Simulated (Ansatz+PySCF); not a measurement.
Values are calculated unless marked as measured or tabulated.
## Ansatz (development build ahead of 0.2.0) run

```yaml
crystal:
  periodic: [false, false, false]
  atoms:
    - { symbol: "N", position_ang: [1.11726, 0.0, 0.0] }
    - { symbol: C, position_ang: [0.3342, 1.11921, 0.0] }
    - { symbol: C, position_ang: [-0.98289, 0.71074, 0.0] }
    - { symbol: C, position_ang: [-0.98289, -0.71074, 0.0] }
    - { symbol: C, position_ang: [0.3342, -1.11921, 0.0] }
    - { symbol: H, position_ang: [2.12701, 0.0, 0.0] }
    - { symbol: H, position_ang: [0.77062, 2.11567, 0.0] }
    - { symbol: H, position_ang: [-1.85238, 1.36536, 0.0] }
    - { symbol: H, position_ang: [-1.85238, -1.36536, 0.0] }
    - { symbol: H, position_ang: [0.77062, -2.11567, 0.0] }
basis:
  gaussian: { orbitals: def2-SVP }
hamiltonian:
  xc: pbe
scf:
  omitted_lower_state_checks: [starts, atomic_configurations, cluster_reference, orbital_swaps, given_window_search, neighbouring_geometries, increment]
```

The input is written out in the form of the current development build from the run's settings.

Output:

```
Converged      : yes
Total energy   : -209.75607 hartree
Stability test : minimum among restricted orbitals
```
